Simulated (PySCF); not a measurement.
**BH4O−: electronic excitations at several levels of theory**

How much do the electronic excitations of BH4O− (`[BH3-]O`) depend on the level of theory, and what does each level cost?

Computed with PySCF 2.14.0, with density-fitted response routines of our own, on a single molecule in the gas phase. Atoms count from 0, in the outputs and in this text.

## (1) Starting geometry

6 atoms, charge -1, multiplicity 1; geometry from: GFN2-xTB. The atoms were then displaced at random by about 0.03 Å, so the start is not that level's minimum.

Bonds of the start (Å): B0–O1 1.42, B0–H2 1.34, B0–H3 1.17, B0–H4 1.21, O1–H5 0.98.

## (2) Relaxing the molecule at PBE0-D3(BJ)/def2-SVP

The job: settings as JSON, then the geometry in Å.

```
{"job": {"xc": "PBE0", "basis": "def2-SVP", "d3": "d3bj", "grid": 1, "shake": 0.03, "kind": "geom"}, "charge": -1, "multiplicity": 1}
B     -0.306630    -0.076500    -0.007840
O      0.995690    -0.469530    -0.421400
H     -0.560020     1.216560    -0.240540
H     -1.078010    -0.604480    -0.706190
H     -0.584770    -0.239620     1.156720
H      1.603110     0.081530     0.106810
```

Started as:

```bash
> OMP_NUM_THREADS=1 python probes_run.py task.json out
```

The driver reads the jobs from task.json and runs them one after another.

The program printed:

```text
step   0  E = -102.29333356  max force = 0.044418
step   1  E = -102.30128543  max force = 0.017656
step   2  E = -102.30196588  max force = 0.002930
step   3  E = -102.30201697  max force = 0.001010
step   4  E = -102.30202232  max force = 0.000422
optimisation converged
```

Wall time 2.6 s (1 thread of Arm Neoverse V1, shared host); peak memory 0.24 GiB.

The steps of the relaxation:

| step | energy from step 0 (eV) | largest force component (eV/Å) |
| --- | --- | --- |
| 0 | 0.0000 | 2.2841 |
| 1 | -0.2164 | 0.9079 |
| 2 | -0.2349 | 0.1507 |
| 3 | -0.2363 | 0.0519 |
| 4 | -0.2364 | 0.0217 |

Close pairs (by a distance rule), those that changed most:

| bond | before (Å) | after (Å) | change (Å) |
| --- | --- | --- | --- |
| B0–H3 | 1.167 | 1.257 | +0.090 |
| B0–H4 | 1.208 | 1.276 | +0.067 |
| B0–O1 | 1.422 | 1.486 | +0.065 |
| B0–H2 | 1.338 | 1.274 | -0.064 |
| O1–H5 | 0.976 | 0.960 | -0.015 |

The end geometry stands in the next job.

| at the end point | value |
| --- | --- |
| point group (found at 0.08 Å tolerance) | Cs |
| rotational constants (GHz, main isotopes) | 101.3, 22.458, 21.710 |

## (3) TDDFT and polarisability: PBE0/aug-cc-pVDZ

The job: settings as JSON, then the geometry in Å.

```
{"job": {"kind": "uv", "xc": "PBE0", "basis": "aug-cc-pVDZ"}, "charge": -1, "multiplicity": 1}
B     -0.324507    -0.023676    -0.035458
O      1.045728    -0.448607    -0.424188
H     -0.540332     1.217095    -0.230897
H     -1.158943    -0.661660    -0.726299
H     -0.594901    -0.251930     1.190155
H      1.642325     0.076737     0.114246
```

Level: TDDFT PBE0/aug-cc-pVDZ, vertical, gas phase, core orbitals frozen in the response.

The program printed:

```text
coarse grid: 4656 points
cycle   1  E = -102.2721664222  dE = -6.738e-02  |g| = 7.187e-01  |ddm| = 5.518e+00
cycle   2  E = -102.0087086641  dE =  2.635e-01  |g| = 1.340e+00  |ddm| = 6.161e+00
cycle   3  E = -102.3997115408  dE = -3.910e-01  |g| = 9.279e-02  |ddm| = 5.158e+00
cycle   4  E = -102.4014851465  dE = -1.774e-03  |g| = 4.203e-02  |ddm| = 3.144e-01
cycle   5  E = -102.4020287542  dE = -5.436e-04  |g| = 5.058e-03  |ddm| = 1.222e-01
cycle   6  E = -102.4020359573  dE = -7.203e-06  |g| = 6.915e-04  |ddm| = 1.429e-02
final grid: 43904 points
cycle   7  E = -102.4042122359  dE = -1.395e-05  |g| = 3.614e-03  |ddm| = 8.228e-02
cycle   8  E = -102.4042097933  dE =  2.443e-06  |g| = 5.117e-03  |ddm| = 1.295e-02
cycle   9  E = -102.4042148237  dE = -5.030e-06  |g| = 5.346e-04  |ddm| = 6.933e-03
cycle  10  E = -102.4042148899  dE = -6.619e-08  |g| = 9.993e-05  |ddm| = 1.335e-03
cycle  11  E = -102.4042148934  dE = -3.553e-09  |g| = 1.159e-05  |ddm| = 4.048e-04
cycle  12  E = -102.4042148935  dE = -5.343e-11  |g| = 2.061e-06  |ddm| = 4.488e-05
converged SCF energy = -102.4042148935

Static polarisability (au): isotropic 41.455, principal 38.514 42.111 43.740

Singlet excitations
state   eV       nm        f      main configurations
  1   3.3514    369.9   0.00912   H->L 0.97
  2   3.8737    320.1   0.02187   H->L+1 0.94
  3   4.0781    304.0   0.01725   H->L+3 0.94
  4   4.1494    298.8   0.00583   H->L+2 0.93
  5   4.2212    293.7   0.02133   H-1->L 0.94
  6   4.6730    265.3   0.01794   H->L+4 0.77, H-1->L+1 0.20
  7   4.6737    265.3   0.01149   H-1->L+1 0.72, H->L+4 0.21
  8   4.9055    252.7   0.01351   H-1->L+3 0.88
  9   4.9270    251.6   0.00018   H-1->L+2 0.94
 10   5.3065    233.6   0.04580   H->L+5 0.98

Triplet excitations (Tamm-Dancoff, eV): 3.2756 3.8238 4.0195 4.0318
```

Run time: 2.1 s. Hardware: 1 thread of Arm Neoverse V1, shared host; peak memory 0.32 GiB.

The orbitals next to the gap, with their largest atomic shares:

| orbital | eV | atoms |
| --- | --- | --- |
| HOMO−3 | -3.92 | O1 57 %, B0 20 %, H3 11 % |
| HOMO−2 | -3.76 | O1 55 %, B0 24 %, H4 8 % |
| HOMO−1 | -1.61 | B0 44 %, H3 24 %, O1 13 % |
| HOMO | -0.81 | O1 34 %, B0 32 %, H4 16 % |
| LUMO | 3.49 | H5 41 %, H2 17 %, H4 17 % |
| LUMO+1 | 3.95 | B0 85 %, H4 5 %, H2 5 % |
| LUMO+2 | 4.20 | B0 97 % |

With each of the 10 states as a Gaussian band of 0.4 eV half-width at 1/e, the curve within the window shown has maxima at 300 nm (ε 2,500), 240 nm (ε 2,300) L/(mol cm). Beyond the last state computed it falls off for lack of states. The curve at chosen wavelengths:

```
 nm  ε (L/mol/cm)
221          1088
230          1960
239          2267
248          2191
258          2122
267          2116
276          2172
285          2327
294          2495
303          2528
313          2324
322          1978
331          1584
340          1229
349           951
358           750
368           592
377           483
386           392
395           311
404           240
413           180
423           125
432            88
441            60
450            40
```

Ground-state properties from the same run:

| property | computed |
| --- | --- |
| polarisability (Å³) | 6.14 |
| HOMO–LUMO gap (eV) | 4.30 |
| −ε(HOMO) (eV) | 0.81 |

## (4) TDDFT and polarisability: PBE0/aug-cc-pVTZ

The job, as its differences from that of step 3:

```diff
@@ -1,2 +1,2 @@
-{"job": {"kind": "uv", "xc": "PBE0", "basis": "aug-cc-pVDZ"}, "charge": -1, "multiplicity": 1}
+{"job": {"kind": "uv", "xc": "PBE0", "basis": "aug-cc-pVTZ"}, "charge": -1, "multiplicity": 1}
 B     -0.324507    -0.023676    -0.035458
```

With the program's defaults for keys left out, this is: TDDFT PBE0/aug-cc-pVTZ, vertical, gas phase, core orbitals frozen in the response.

The program printed:

```text
coarse grid: 4656 points
cycle   1  E = -102.2995762682  dE = -7.405e-02  |g| = 7.626e-01  |ddm| = 4.589e+00
cycle   2  E = -100.6865244500  dE =  1.613e+00  |g| = 2.180e+00  |ddm| = 2.732e+02
cycle   3  E = -102.4143061471  dE = -1.728e+00  |g| = 3.111e-01  |ddm| = 2.732e+02
cycle   4  E = -102.4321461348  dE = -1.784e-02  |g| = 1.140e-01  |ddm| = 5.192e-01
cycle   5  E = -102.4367186290  dE = -4.572e-03  |g| = 2.853e-02  |ddm| = 3.879e-01
cycle   6  E = -102.4369252359  dE = -2.066e-04  |g| = 4.556e-03  |ddm| = 5.644e-02
cycle   7  E = -102.4369297631  dE = -4.527e-06  |g| = 7.975e-04  |ddm| = 1.368e-02
final grid: 43904 points
cycle   8  E = -102.4325413448  dE = -3.848e-05  |g| = 3.621e-03  |ddm| = 1.804e-01
cycle   9  E = -102.4325396337  dE =  1.711e-06  |g| = 4.697e-03  |ddm| = 1.500e-02
cycle  10  E = -102.4325433401  dE = -3.706e-06  |g| = 6.816e-04  |ddm| = 6.092e-03
cycle  11  E = -102.4325434205  dE = -8.040e-08  |g| = 1.878e-04  |ddm| = 1.342e-03
cycle  12  E = -102.4325434312  dE = -1.072e-08  |g| = 1.746e-05  |ddm| = 5.243e-04
cycle  13  E = -102.4325434313  dE = -1.180e-10  |g| = 3.858e-06  |ddm| = 6.149e-05
converged SCF energy = -102.4325434313

Static polarisability (au): isotropic 42.956, principal 40.202 43.328 45.337

Singlet excitations
state   eV       nm        f      main configurations
  1   3.2239    384.6   0.00933   H->L 0.97
  2   3.6438    340.3   0.01366   H->L+1 0.92
  3   3.8169    324.8   0.01532   H->L+2 0.93
  4   3.9017    317.8   0.00521   H->L+3 0.97
  5   4.0679    304.8   0.02040   H-1->L 0.97
  6   4.3195    287.0   0.01155   H->L+4 0.98
  7   4.4351    279.6   0.00692   H-1->L+1 0.90
  8   4.6323    267.7   0.02718   H-1->L+2 0.64, H->L+5 0.26, H-1->L+1 0.09
  9   4.6444    267.0   0.00555   H->L+5 0.71, H-1->L+2 0.28
 10   4.6796    264.9   0.00138   H-1->L+3 0.92

Triplet excitations (Tamm-Dancoff, eV): 3.1639 3.6121 3.7748 3.8129
```

Run time: 5.2 s. Hardware: 1 thread of Arm Neoverse V1, shared host; peak memory 0.51 GiB.

In short: HOMO -0.84 eV, LUMO 3.26 eV; lowest singlet 3.22 eV.

## (5) Ultraviolet spectrum: PBE0/def2-TZVPD

The job, as its differences from that of step 4:

```diff
@@ -1,2 +1,2 @@
-{"job": {"kind": "uv", "xc": "PBE0", "basis": "aug-cc-pVTZ"}, "charge": -1, "multiplicity": 1}
+{"job": {"kind": "uv", "xc": "PBE0", "basis": "def2-TZVPD"}, "charge": -1, "multiplicity": 1}
 B     -0.324507    -0.023676    -0.035458
```

With the program's defaults for keys left out, this is: TDDFT PBE0/def2-TZVPD, vertical, gas phase, core orbitals frozen in the response.

The program printed:

```text
coarse grid: 4656 points
cycle   1  E = -102.2981107463  dE = -7.205e-02  |g| = 7.648e-01  |ddm| = 1.516e+00
cycle   2  E = -102.0055773912  dE =  2.925e-01  |g| = 1.434e+00  |ddm| = 1.814e+00
cycle   3  E = -102.4334380219  dE = -4.279e-01  |g| = 1.014e-01  |ddm| = 1.451e+00
cycle   4  E = -102.4353812425  dE = -1.943e-03  |g| = 4.839e-02  |ddm| = 1.018e-01
cycle   5  E = -102.4360502064  dE = -6.690e-04  |g| = 5.748e-03  |ddm| = 4.832e-02
cycle   6  E = -102.4360587456  dE = -8.539e-06  |g| = 8.029e-04  |ddm| = 9.617e-03
final grid: 43904 points
cycle   7  E = -102.4339089388  dE = -2.415e-05  |g| = 4.760e-03  |ddm| = 3.981e-02
cycle   8  E = -102.4339048486  dE =  4.090e-06  |g| = 6.705e-03  |ddm| = 5.395e-03
cycle   9  E = -102.4339125839  dE = -7.735e-06  |g| = 7.203e-04  |ddm| = 3.793e-03
cycle  10  E = -102.4339126841  dE = -1.002e-07  |g| = 1.736e-04  |ddm| = 5.472e-04
cycle  11  E = -102.4339126937  dE = -9.570e-09  |g| = 1.648e-05  |ddm| = 1.701e-04
cycle  12  E = -102.4339126938  dE = -8.615e-11  |g| = 3.696e-06  |ddm| = 2.805e-05
converged SCF energy = -102.4339126938

Static polarisability (au): isotropic 40.391, principal 39.073 40.721 41.379

Singlet excitations
state   eV       nm        f      main configurations
  1   3.8020    326.1   0.00513   H->L 0.98
  2   4.6517    266.5   0.02426   H-1->L 0.99
  3   4.7010    263.7   0.04011   H->L+1 0.97
  4   5.3450    232.0   0.00318   H->L+2 0.98
  5   5.5404    223.8   0.03838   H-1->L+1 0.96
  6   5.7250    216.6   0.02095   H->L+3 0.96
  7   6.2472    198.5   0.01434   H-1->L+2 0.98
  8   6.3268    196.0   0.00018   H->L+4 0.98
  9   6.5101    190.4   0.01636   H-1->L+3 0.95
 10   6.7188    184.5   0.01543   H-2->L 0.79, H->L+6 0.15

Triplet excitations (Tamm-Dancoff, eV): 3.6928 4.5383 4.5692 5.2964
```

Run time: 2.9 s. Hardware: 1 thread of Arm Neoverse V1, shared host; peak memory 0.38 GiB.

Key values: HOMO -0.81 eV, LUMO 4.05 eV; lowest singlet 3.80 eV.

## (6) TDDFT and polarisability: PBE0/6-31+G*

The job, as its differences from that of step 5:

```diff
@@ -1,2 +1,2 @@
-{"job": {"kind": "uv", "xc": "PBE0", "basis": "def2-TZVPD"}, "charge": -1, "multiplicity": 1}
+{"job": {"kind": "uv", "xc": "PBE0", "basis": "6-31+G*"}, "charge": -1, "multiplicity": 1}
 B     -0.324507    -0.023676    -0.035458
```

Level: TDDFT PBE0/6-31+G*, vertical, gas phase, core orbitals frozen in the response.

The program printed:

```text
coarse grid: 4656 points
cycle   1  E = -102.2741517678  dE = -7.315e-02  |g| = 7.126e-01  |ddm| = 1.776e+00
cycle   2  E = -102.0800162463  dE =  1.941e-01  |g| = 1.222e+00  |ddm| = 1.756e+00
cycle   3  E = -102.3993083902  dE = -3.193e-01  |g| = 8.644e-02  |ddm| = 1.081e+00
cycle   4  E = -102.4009557016  dE = -1.647e-03  |g| = 3.310e-02  |ddm| = 1.003e-01
cycle   5  E = -102.4012901528  dE = -3.345e-04  |g| = 3.931e-03  |ddm| = 3.623e-02
cycle   6  E = -102.4012942292  dE = -4.076e-06  |g| = 4.127e-04  |ddm| = 4.165e-03
final grid: 43904 points
cycle   7  E = -102.3857998752  dE = -7.954e-06  |g| = 3.569e-03  |ddm| = 1.054e-02
cycle   8  E = -102.3857976296  dE =  2.246e-06  |g| = 4.997e-03  |ddm| = 5.355e-03
cycle   9  E = -102.3858025276  dE = -4.898e-06  |g| = 4.979e-04  |ddm| = 3.225e-03
cycle  10  E = -102.3858025906  dE = -6.294e-08  |g| = 5.457e-05  |ddm| = 4.986e-04
cycle  11  E = -102.3858025917  dE = -1.100e-09  |g| = 4.403e-06  |ddm| = 7.961e-05
cycle  12  E = -102.3858025917  dE = -8.242e-12  |g| = 9.187e-07  |ddm| = 9.585e-06
converged SCF energy = -102.3858025917

Static polarisability (au): isotropic 31.463, principal 29.036 32.242 33.111

Singlet excitations
state   eV       nm        f      main configurations
  1   3.9817    311.4   0.00394   H->L 0.99
  2   4.7535    260.8   0.05033   H->L+1 1.00
  3   4.9090    252.6   0.01647   H-1->L 0.98
  4   4.9790    249.0   0.00820   H->L+2 1.00
  5   5.0948    243.4   0.01039   H->L+3 0.95
  6   5.5321    224.1   0.06861   H-1->L+1 0.94
  7   5.8017    213.7   0.00103   H-1->L+3 0.99
  8   5.8986    210.2   0.01836   H-1->L+2 0.89
  9   6.8696    180.5   0.06070   H-2->L 0.98
 10   7.0651    175.5   0.05465   H-3->L 0.98

Triplet excitations (Tamm-Dancoff, eV): 3.8513 4.5698 4.7163 4.8583
```

Run time: 1.3 s. Hardware: 1 thread of Arm Neoverse V1, shared host; peak memory 0.38 GiB.

In short: HOMO -0.74 eV, LUMO 4.44 eV; lowest singlet 3.98 eV.

## (7) Comparing the runs: electronic excitations

Excitations and ground-state properties, with basis size and wall time:

| run | lowest singlet (eV) | brightest (eV) | f | gap (eV) | α (Å³) | functions | time |
| --- | --- | --- | --- | --- | --- | --- | --- |
| PBE0/aug-cc-pVDZ | 3.35 | 5.31 | 0.046 | 4.30 | 6.14 | 82 | 2.1 s |
| PBE0/aug-cc-pVTZ | 3.22 | 4.63 | 0.027 | 4.10 | 6.37 | 184 | 5.2 s |
| PBE0/def2-TZVPD | 3.80 | 4.70 | 0.040 | 4.86 | 5.99 | 113 | 2.9 s |
| PBE0/6-31+G* | 3.98 | 5.53 | 0.069 | 5.18 | 4.66 | 44 | 1.3 s |

## (8) Outcome

| quantity | value |
| --- | --- |
| point group | Cs |
| rotational constants (main isotopes) | 101.32, 22.46, 21.71 GHz |
| lowest singlet (PBE0/aug-cc-pVDZ) | 3.35 eV (370 nm), f = 0.009 |
| brightest single state of those computed | state 10, 5.31 eV, f = 0.046 |
| lowest triplet | 3.28 eV |
| range of the lowest singlet | 3.22 to 3.98 eV |

In words: Single values in the summary come from the first run of each kind that ended normally (PBE0/aug-cc-pVDZ), which need not be the best level. The start was shaken at random, so part of the energy gained undoes that. Over 4 steps the energy fell by 0.236 eV; of the close pairs, B0–H3 changed most, 1.167 to 1.257 Å. No frequency check was run at this level, so the end point may be a saddle. The lowest singlet, at 3.35 eV, is HOMO→LUMO 0.97 and is weak; of the 10 states computed, the strongest absorption comes from state 10 at 5.31 eV (the last computed, so partners may be missing). The lowest triplet lies 0.08 eV below the lowest singlet (triplets in Tamm-Dancoff, singlets in full TDDFT). The lowest singlet lies above −ε(HOMO); no detachment energy was computed, so the anion's states may not be bound. The lowest singlet runs from 3.22 eV (PBE0/aug-cc-pVTZ) to 3.98 eV (PBE0/6-31+G*), while the orbital gap spans 4.10 to 5.18 eV. The lowest state need not be the same one in every run.
